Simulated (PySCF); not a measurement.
# Si₂⁻: one state, many levels of theory

State: ²Πu (doublet), unpaired electrons π ↑. Set-up: basis Si aug-cc-pVDZ-DK; spin-free X2C with a Gaussian nucleus; PySCF 2.14. De refers to Si + Si⁻ in their high-spin ground configurations, without counterpoise correction. The functionals are run spin-unrestricted.

| Level | Re (Å) | ωe (cm⁻¹) | De (eV) | CPU s a point (SCF and correlation, without the integrals) |
| --- | --- | --- | --- | --- |
| UHF | 2.170 | 605 | n/a | 0.16 |
| UHF-MP2 | 2.230 | 520 | 3.45 | 0.25 |
| UHF-SCS-MP2 | 2.225 | 526 | n/a | n/a |
| UHF-CCSD | 2.217 | 544 | 3.14 | n/a |
| UHF-CCSD(T) | 2.235 | 520 | 3.39 | 2.4 |
| LDA | 2.206 | 529 | 4.58 | 0.32 |
| PBE | 2.223 | 521 | 3.99 | 0.58 |
| r²SCAN | 2.202 | 548 | 3.83 | 0.77 |
| PBE0 | 2.195 | 557 | 3.78 | 1 |
| r²SCAN0 | 2.185 | 571 | 3.65 | 0.81 |
| HSE06 | 2.197 | 553 | 3.77 | 0.91 |
| MN15 | 2.171 | 572 | 4.02 | 0.85 |

Problem. Which functional lies closest to UHF-CCSD(T) in De, which farthest, and by how much do they differ from it?

Solution. Closest is r²SCAN0 (-5.0 pm in Re, +9.8 % in ωe, +0.26 eV in De against UHF-CCSD(T) in the same basis), farthest LDA (-2.9 pm in Re, +1.7 % in ωe, +1.19 eV in De). CCSD(T) converges more slowly with the basis than the functionals do and binds too weakly in this one, so the order can change at the basis-set limit.

Problem. What does a quarter of exact exchange do here, going from PBE to PBE0?

Solution. PBE0 less PBE: -2.8 pm in Re, +6.9 % in ωe, -0.21 eV in De. Exact exchange removes part of the self-interaction that spreads semilocal densities, and in most molecules shortens and stiffens the bond and lowers De; so it does here.

Problem. What does the step from GGA to meta-GGA do here, going from PBE to r²SCAN?

Solution. r²SCAN less PBE: -2.1 pm in Re, +5.2 % in ωe, -0.16 eV in De. 

Correlated steps freeze 10 core orbitals. Correlated levels converge slowly with the basis: in double zeta they bind strong bonds too weakly, by up to about 1 eV, and carry superposition errors of some tenths. The highest Kohn–Sham level is positive in this anion. Much of that is self-interaction error, but it also means that the finite basis helps to hold the extra electron. The state is the lowest determinant that a PBE0 search found; another state may lie lower at other levels.

The whole job (state search and all levels along the bond) took about 2.2 min on 1 thread of Intel Xeon Platinum 8488C (shared host), peak memory 0.67 GiB.
